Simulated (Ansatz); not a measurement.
## Rock-salt SrO: TA phonon frequency at L by level of theory

No measured value is used here.

```csv
level (code),value (cm⁻¹),cell (Å³/atom)
LDA (Ansatz),111,16.23
PBE (Ansatz),(withheld),17.52
r²SCAN (Ansatz),107,17.17
```

### Question
Complete the blanks.

### Answer

- PBE (Ansatz, a quantum-chemistry and plane-wave program), value (cm⁻¹): 99

Each level is taken at its own relaxed cell. Cutoffs differ between the levels. Ansatz's density-functional and Hartree–Fock values are scalar-relativistic unless marked +SOC, with PAW data made under PBE.
